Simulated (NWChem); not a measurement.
## Al in NWChem

```xyz
1

Al     0.0000     0.0000     0.0000
```
Charge 0, spin multiplicity 2.

Everything below was run with NWChem.

The correlated methods keep 5 core orbitals frozen. The Pople sets run with spherical d functions. No SCF solution was tested for a lower state.

Worked example. A B2PLYP run in 6-311G** ends its self-consistent part (53 % exact exchange, 47 % B88, 73 % LYP) at -242.23378 Ha, and second-order perturbation theory on those orbitals gives -0.03975 Ha unscaled.

The perturbative term enters with the weight 0.27: -242.23378 + 0.27·(-0.03975) = -242.24451 Ha is the total energy.
